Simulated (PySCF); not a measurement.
All values below come from PBE-D3(BJ)/def2-TZVP // B3LYP-D3(BJ)/def2-TZVP run with PySCF 2.14.0. All species are isolated molecules in the gas phase. 

Reference species (SMILES): `[C](C)(C)C` (neutral, multiplicity 2).

The dipole moment comes out as 0.22 D.

Changed species: `C[CH2]` (radical fragment; the reference has radical fragment).

**Question.** Predict the effect on the dipole moment.

**Answer.** the dipole moment increases by 0.13 D, to 0.35 D.
